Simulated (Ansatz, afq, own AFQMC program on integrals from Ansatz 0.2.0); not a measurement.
**Where AFQMC and coupled cluster stand for ZnCH3, doublet**

```xyz
5

C    -0.1246   -0.6491   -0.3294
Zn    0.3239    0.6630    0.9926
H     0.6135   -1.1881   -0.9407
H    -1.1527   -0.9563   -0.5697
H     0.6846    1.7201    2.0583
```

Connectivity, by distances: CH2–ZnH.

Basis def2-TZVP. Only valence electrons are correlated. Ansatz 0.2.0 and our own AFQMC program on the same integrals; the CISD trial comes from CCSD amplitudes, and released means the phaseless constraint is let go. Uncertainties: one standard error, sampling alone. The metal's outer-core s and p shells are frozen, which shifts wave-function levels against functionals.

Determinant: UHF, the one that the program's search chose, which needn't be the lowest solution. The geometry is a PBE0/def2-SVP stationary point of this or a neighbouring charge and spin state.

No full CI on the walks' own integrals is used here. The released AFQMC energy serves as the reference, which it does only where one determinant dominates, the energy is flat over the last release times and near the phaseless one (40 meV or 2 meV an electron, half that with transition metals). On small molecules, where full CI could be run and the noise was under 10 meV, such values lay within 10 meV of it in 19 cases of 20, a flattering rate, since the rule was set on those same cases; what remains of the bias isn't in the error bar.

Cautions: no relativity below Rb; outer-core shells of the metal frozen; the released value is read at 0.99 1/Eh with a noise of 10 meV, more than in the cases checked, later times being too noisy (meV from the phaseless value at times in 1/Eh: 1 ± 7 at 0.24, 7 ± 11 at 0.51, -6 ± 10 at 0.99, 4 ± 17 at 1.50); released reference can be 30 meV off for metals.

The T1 diagnostic is 0.0158 and the weight of the determinant in the CISD state is 0.868. The ⟨S²⟩ of the determinant is 0.761 and the size of the correlated space is 19 electrons in 87 orbitals.

Reference: AFQMC with the constraint released, correlation energy -15.601 ± 0.010 eV.

```csv
level,E − E(reference) (kcal/mol),share of correlation (%)
HF,359.77 ± 0.24,0.00
MP2,0.31 ± 0.24,99.91
CCSD,9.93 ± 0.24,97.24
CCSD(T),0.47 ± 0.24,99.87
ph-AFQMC/HF,-2.35 ± 0.84,100.65
ph-AFQMC/CISD,0.13 ± 0.28,99.96
```

Released energies are given only where the last usable release times agree within the noise; a slower fall can still hide under it.
